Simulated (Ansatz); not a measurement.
Relaxation of BFH5N (8 atoms, charge 0, multiplicity 1), to a largest force component of 0.03 eV/Å in at most 50 steps.

Theory: RKS B3LYP/def2-SVP in Ansatz 0.2.0.

```xyz
8
Properties=species:S:1:pos:R:3
B -0.067 -0.131 -0.099
H -0.075 -0.519 1.039
H 0.963 0.173 -0.640
N -1.271 -0.153 -0.784
H -2.146 -0.429 -0.356
H -1.366 0.107 -1.757
F -0.113 2.076 1.133
H -0.157 1.259 1.565
```

Question: Where does it end, and by what steps?

Answer: The forces met the threshold. After 8 steps the energy has fallen by 0.070 eV; F7 moved furthest, 0.38 Å.

| step | energy less start (eV) | largest force component (eV/Å) | accepted |
| --- | --- | --- | --- |
| 0 | 0.0000 | 0.447 | yes |
| 1 | -0.0397 | 1.074 | yes |
| 2 | -0.0379 | 1.513 | no |
| 3 | -0.0604 | 0.265 | yes |
| 4 | -0.0671 | 0.156 | yes |
| 5 | -0.0677 | 0.310 | yes |
| 6 | -0.0701 | 0.062 | yes |
| 7 | -0.0702 | 0.083 | yes |
| 8 | -0.0704 | 0.010 | yes |

```xyz
8
Properties=species:S:1:pos:R:3
B -0.088 -0.131 -0.160
H -0.099 -0.324 1.041
H 0.946 0.085 -0.737
N -1.286 -0.220 -0.847
H -2.178 -0.395 -0.398
H -1.358 -0.082 -1.849
F -0.114 2.191 1.500
H -0.054 1.261 1.551
```

Time of the run: 29 s on 1 thread of Arm Neoverse N1, with other jobs on the host, peak memory 0.13 GiB.
